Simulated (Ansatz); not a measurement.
# C4H5FO: one species, many methods

The task here is to estimate one member of a computed series from the others.

The runs use Ansatz 0.2.0, Gaussian basis; functionals in def2-TZVPP, the program's frozen cores in correlated methods.

Plan: PBE-D4, r2SCAN-D4, PBE0-D4, B3LYP-D4, ωB97X-V, ωB97M-V, B2PLYP; CCSD(T)/def2-TZVPP; MP2/def2-QZVPP; extrapolation to the limit.

## The relaxed structure

The geometry comes from an earlier relaxation with PBE0-D4 in a triple-zeta def2 set; it is a stationary point, not always the lowest conformer.

SMILES `COC1=C(F)C1`, 11 atoms, charge 0, spin multiplicity 1.

Atoms are counted from 1 here; the program's logs count them from 0.

Bond lengths: C1–O2 1.422 Å, C1–H7 1.088 Å, C1–H8 1.093 Å, C1–H9 1.093 Å, O2–C3 1.321 Å, C3–C4 1.281 Å, C3–C6 1.524 Å, C4–F5 1.313 Å, C4–C6 1.483 Å, C6–H10 1.094 Å, C6–H11 1.096 Å. Angles: O2–C1–H7 106.3°, O2–C1–H8 110.7°, O2–C1–H9 110.8°, H7–C1–H8 109.6°, H7–C1–H9 109.8°, H8–C1–H9 109.5°, C1–O2–C3 114.6°, O2–C3–C4 152.6°, O2–C3–C6 143.8°, C4–C3–C6 63.1°, C3–C4–F5 150.8°, C3–C4–C6 66.5°, F5–C4–C6 142.3°, C3–C6–C4 50.4°, C3–C6–H10 119.6°, C3–C6–H11 119.6°, C4–C6–H10 120.3°, C4–C6–H11 120.1° and more.

Set-up of the first run:

in.yaml reads:

```yaml
crystal:
  periodic: [false, false, false]
  atoms:
    - {symbol: C, position_ang: [-0.217609, -0.450962, 1.761196]}
    - {symbol: O, position_ang: [-0.890101, -0.774773, 0.550935]}
    - {symbol: C, position_ang: [-0.441329, -0.137032, -0.515823]}
    - {symbol: C, position_ang: [-0.548768, 0.273892, -1.724221]}
    - {symbol: F, position_ang: [-1.223768, 0.372547, -2.845577]}
    - {symbol: C, position_ang: [0.800722, 0.481962, -1.145764]}
    - {symbol: H, position_ang: [-0.572988, -1.158727, 2.507335]}
    - {symbol: H, position_ang: [-0.459425, 0.567767, 2.076395]}
    - {symbol: H, position_ang: [0.864209, -0.549506, 1.642488]}
    - {symbol: H, position_ang: [1.121099, 1.481848, -0.838475]}
    - {symbol: H, position_ang: [1.633355, -0.163914, -1.447790]}
basis:
  gaussian: {orbitals: def2-TZVPP}
hamiltonian: {xc: pbe, dispersion: d4}
output: {forces: true, orbitals: {seedname: orbitals}}
```

The run is started by

```bash
ansatz run in.yaml --threads 4 --pin off --events-out ev --progress --plain --max-ram 10444MiB
```

Steps of the session up to this table: PBE-D4 (GGA); r2SCAN-D4 (meta-GGA); PBE0-D4 (hybrid); B3LYP-D4 (hybrid); ωB97X-V (range-separated); ωB97M-V (range-separated); B2PLYP (double hybrid); CCSD(T) in def2-TZVPP; MP2 in def2-QZVPP.

One of the session's tables, all rows but one given; the rest of the session is left out.

It belongs to the step «Atomisation energies». 

| method | atoms, summed (eV) | atomisation energy (kJ/mol) |
| --- | --- | --- |
| PBE-D4 | -8935.151 | 4669.8 |
| r2SCAN-D4 | -8942.140 | 4503.1 |
| PBE0-D4 | -8936.803 | 4533.2 |
| B3LYP-D4 | -8947.515 | 4471.1 |
| ωB97X-V | -8944.149 | 4482.7 |
| ωB97M-V | -8943.799 | 4487.4 |
| B2PLYP | -8940.891 | 4429.9 |
| HF/def2-TZVPP | -8911.631 | 3100.6 |
| MP2/def2-TZVPP | -8928.064 | 4474.9 |
| CCSD/def2-TZVPP | -8931.064 | 4251.2 |
| CCSD(T)/def2-TZVPP | ? | ? |
| MP2/CBS | -8931.270 | 4592.4 |
| CCSD(T)/CBS | -8934.662 | 4458.4 |

**Question.** Estimate the row for CCSD(T)/def2-TZVPP.

As computed: atoms, summed (eV): -8931.456; atomisation energy (kJ/mol): 4340.9. In the column «atoms, summed (eV)» it lies between CCSD(T)/CBS (-8934.662) and MP2/CBS (-8931.270).
